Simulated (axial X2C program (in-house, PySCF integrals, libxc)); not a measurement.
**B₂: cheaper levels and CCSD(T), 2c**

Computed with an in-house all-electron X2C program for linear molecules (integrals from PySCF). Two-component (2c) means X2C with spin–orbit coupling and atomic mean-field two-electron Coulomb and Gaunt terms. Basis: B dyall-v3z [7s6p2d1f] (cores contracted in-house); Gaussian nuclei, density fitting, unrestricted open shells. Masses: B 11.009 u.

State: Ω = 2 (⟨Sz⟩ = 2.00, ⟨Lz⟩ = 0.00 at HF); fragments B + B.

| level | Re (Å) | ωe (cm⁻¹) |
| --- | --- | --- |
| PBE0 | 1.517 | 1293.3 |
| HF | 1.501 | 1378.5 |
| MP2 | 1.518 | 1291.3 |
| CCSD | 1.520 | 1284.8 |
| r2SCAN0 | 1.513 | 1307.7 |

Correlated methods: 6 electrons correlated (number of frozen shells: B 1 s), 154 virtual spin orbitals or spinors in MP2, 72 natural virtuals in coupled cluster.

CCSD(T), same Hamiltonian and basis:

Re = 1.525 Å, ωe = 1263.0 cm⁻¹; T1 = 0.017 (Lee–Taylor normalisation).

(1) Give the differences from CCSD(T) in the columns below.

One determinant describes the state; a PBE0 search over occupations chose it and may have missed a lower one. De is not given where an atomic determinant may have missed its ground term or J level, or where the truncated virtual space spoils (T). Density functionals use the spin component along the axis (collinear). Coupled cluster ran in a truncated set of natural virtual spinors; the MP2 energy of the rest was added. (T) has no such correction and the atoms are truncated less, which lowers De at CCSD(T) by a hundredth of an eV or more. Other states lie close and PBE0, whose exact exchange favours high spin, may order them wrongly; the determinant shown need not be the ground state. The nearest other 2c determinant of the search, Ω = 1, lies 0.60 eV up at the distance of the search. Without a current term, density functionals place determinants with orbital angular momentum somewhat too high. The spin of this state cannot come from the lowest atoms; the curve heads to a higher limit, and no De is given. With several unpaired electrons one determinant need not be a pure state. Open-shell Ω = 0 determinants with evenly filled partner blocks cannot be reached by this program, so the Ω shown need not be the lowest component.

Answers

(1) 

```csv
level,ΔRe (Å),Δωe (cm⁻¹)
PBE0,-0.008,30
HF,-0.024,116
MP2,-0.007,28
CCSD,-0.005,22
r2SCAN0,-0.012,45
```
